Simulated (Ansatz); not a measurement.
Property card for Be$_{5}$Au

Computed with Ansatz, DFT r2SCAN, scalar-relativistic, plane waves, PAW.

Cutoff 500 eV; k points 10×10×10 on the computed 6-atom cell (Γ-centred); Gaussian smearing, width 0.10 eV; no spin polarisation.

The structure is relaxed at this level of theory with its symmetry kept. Whether it is the stable form of this composition wasn't checked.

```cif
data_structure
_symmetry_space_group_name_H-M 'P 1'
_symmetry_Int_Tables_number 1
_cell_length_a 4.3116
_cell_length_b 4.3116
_cell_length_c 4.3116
_cell_angle_alpha 60.000
_cell_angle_beta 60.000
_cell_angle_gamma 60.000
_cell_volume 56.68
loop_
_atom_site_label
_atom_site_type_symbol
_atom_site_fract_x
_atom_site_fract_y
_atom_site_fract_z
_atom_site_occupancy
Be1 Be 0.62472 0.62472 0.62472 1
Be2 Be 0.12583 0.62472 0.62472 1
Be3 Be 0.62472 0.62472 0.12583 1
Be4 Be 0.62472 0.12583 0.62472 1
Be5 Be 0.25000 0.25000 0.25000 1
Au1 Au 0.00000 0.00000 0.00000 1
```

| Quantity | Value |
| --- | --- |
| Space group | F-43m (No. 216) |
| Volume per atom | 63.7 bohr³ |
| Formation energy from the elements' standard states (uncorrected) | -0.088 eV/atom |
| Generalised Kohn–Sham band gap | none (metal) |
| Density of states at the Fermi level | 0.96 states/eV per cell |
| Bulk modulus | 145 GPa |
| Its pressure derivative | 3.9 |

Spin-orbit coupling is left out, which matters for the bands of heavy elements.

Cost: 9 runs of about 7.8 core-minutes in all, on Arm Neoverse V1 (shared hosts).